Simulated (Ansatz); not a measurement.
# The cluster NiF2: geometry, orbitals and charge

Aim: characterise the cluster NiF2 as a singlet: its structure, frontier levels and distribution of charge.

The runs use Ansatz 0.2.0, Gaussian basis; RKS PBE0-D4/def2-TZVP.

Levels to be run: relaxation at r2SCAN-D4/def2-TZVP; a single point at PBE0-D4/def2-TZVP.

1 further run of the same task is left out (it didn't finish). Runs told in other sessions of the task aren't counted.

## 1. Starting geometry

3 atoms, charge 0, spin multiplicity 1.

Atoms are counted from 1 here; the program's logs count them from 0.

Bond lengths: Ni1–F2 1.687 Å, Ni1–F3 1.687 Å. Angles: F2–Ni1–F3 103.2°.

Coordinates:

| atom | x (Å) | y (Å) | z (Å) |
| --- | --- | --- | --- |
| Ni1 | 0.1504 | -0.6658 | 0.1478 |
| F2 | -0.9205 | -0.0658 | -1.0089 |
| F3 | 0.7701 | 0.7316 | 0.8611 |

No spin-orbit coupling is included.

The start is a GFN2-xTB geometry.

## 2. Relaxation at r2SCAN-D4/def2-TZVP

Contents of in.yaml:

```yaml
crystal:
  periodic: [false, false, false]
  atoms:
    - {symbol: Ni, position_ang: [0.150380, -0.665800, 0.147820]}
    - {symbol: F, position_ang: [-0.920520, -0.065780, -1.008920]}
    - {symbol: F, position_ang: [0.770140, 0.731570, 0.861090]}
basis:
  gaussian: {orbitals: def2-TZVP}
hamiltonian: {xc: r2scan, dispersion: d4}
scf: {omitted_lower_state_checks: [starts]}
output: {orbitals: {seedname: orbitals}}
relax: {f_tol: 0.02, max_steps: 100}
```

The run is started by

```console
> ansatz run in.yaml --threads 4 --pin off --events-out ev --progress --plain --max-ram 3916MiB
```

After this run come: Single point, PBE0-D4/def2-TZVP.

**Question.** What will the summary of the whole plan be? Wanted: point group; near neighbours of the metal; HOMO, LUMO at PBE0-D4/def2-TZVP; charge on the metal; dipole at r2SCAN-D4/def2-TZVP.

**Answer**, as computed:

| quantity | value |
| --- | --- |
| point group | C2v |
| near neighbours of the metal | F 1.69, F 1.69 Å |
| HOMO, LUMO at PBE0-D4/def2-TZVP | -8.91, -4.78 eV |
| charge on the metal (Mulliken, PBE0-D4/def2-TZVP) | +0.92 e |
| dipole at r2SCAN-D4/def2-TZVP | 3.32 D |

In words: The molecule keeps its bonding pattern by the stored test; the atoms moved 0.12 Å (rms), and the angle F2–Ni1–F3 went from 103° to 117°. No usable vibrations, so a minimum isn't proven. Whether this spin is the lowest isn't tested here.
